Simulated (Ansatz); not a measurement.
A made-up structure of MgAlSiH5, singlet:

Mg1  (0.654, 0.554, -0.649)
Al2  (-1.571, 1.339, -2.041)
Si3  (0.504, -0.933, 1.318)
H4  (-2.816, 1.768, -2.801)
H5  (2.247, 1.058, -1.057)
H6  (-0.310, -0.273, 2.386)
H7  (1.792, -1.346, 1.946)
H8  (-0.233, -2.186, 0.966)
(Å)

It is relaxed with PBE-D4/def2-SVP and then PBE0-D4/def2-TZVP (Ansatz 0.2.0). Atoms count as bonded within 1.22 times the sum of their covalent radii (H–H: 0.88 Å). The end point is not checked to be a true minimum.

(1) Does its bonding change? (Judge from chemistry; the calculation decides.)

Results:

(1) By the calculation: Yes. Formed: Al2–Si3; broken: Mg1–Si3.

Where it ends: The first stage lowers the energy by 1.45 eV in 40 steps. It ends as MgAlSiH₅ ([MgH][AlH][SiH3]):
Mg1  (1.896, 1.494, -1.758)
Al2  (-0.441, 0.510, -0.723)
Si3  (-0.626, -0.982, 1.238)
H4  (-1.881, 0.844, -1.345)
H5  (3.373, 2.095, -2.386)
H6  (-1.498, -0.393, 2.299)
H7  (0.683, -1.295, 1.885)
H8  (-1.238, -2.293, 0.860)
(Å)

Labels in which every atom is bracketed show which atoms are joined, not bond orders.

For scale, one of the runs: PBE0-D4/def2-TZVP relaxation, 136 basis functions, launched by `ansatz run in.yaml --threads 2 --pin off --events-out ev --progress --plain --max-ram 4352MiB`. The run took about 10 s on 2 CPU threads of an Arm Neoverse V2 (shared host).
